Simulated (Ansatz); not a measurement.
**C2H6Si (SMILES C[Si]C): the energy to break a bond**

The species is C2H6Si (9 atoms), meant as a singlet with charge 0. SMILES: `C[Si]C`. The shape was relaxed beforehand at r2SCAN/def2-SVP.

```xyz
9

C    -0.5277    1.0507   -0.8096
Si    0.9065   -0.2009   -0.9215
C     0.6053   -1.0736    0.7469
H    -1.4292    0.4784   -1.1155
H    -0.4423    1.8993   -1.5060
H    -0.7361    1.4251    0.2083
H    -0.4576   -1.1730    1.0304
H     1.1071   -2.0487    0.8441
H     1.0625   -0.4036    1.5058
```

Wanted: the dissociation energy of the H8–C3 bond into doublet H and doublet C2H5Si (shapes relaxed at r2SCAN/def2-SVP, no zero-point term). 1 Eh = 2625.50 kJ/mol = 27.2114 eV. Totals in Eh; open shells run unrestricted unless said.

| level | program | C2H6Si | doublet H | doublet C2H5Si |
| --- | --- | --- | --- | --- |
| PBE/def2-TZVP | Ansatz | -369.034843 | -0.499616 | -368.396239 |
| B3LYP/def2-TZVP | Ansatz | -369.331344 | -0.502154 | -368.683024 |
| wB97M-V/def2-TZVP | Ansatz | -369.229556 | -0.494111 | -368.581640 |

Task: Work out the dissociation energy at each level.

Result: 
1. PBE/def2-TZVP: (-0.499616) + (-368.396239) − (-369.034843) = 0.138988 Eh = 364.9 kJ/mol = 3.78 eV.
2. B3LYP/def2-TZVP: (-0.502154) + (-368.683024) − (-369.331344) = 0.146166 Eh = 383.8 kJ/mol = 3.98 eV.
3. wB97M-V/def2-TZVP: (-0.494111) + (-368.581640) − (-369.229556) = 0.153805 Eh = 403.8 kJ/mol = 4.19 eV.

The levels span 365 to 404 kJ/mol; no measured value is set beside them. A bond enthalpy at 298 K also holds the loss of zero-point energy and thermal terms.
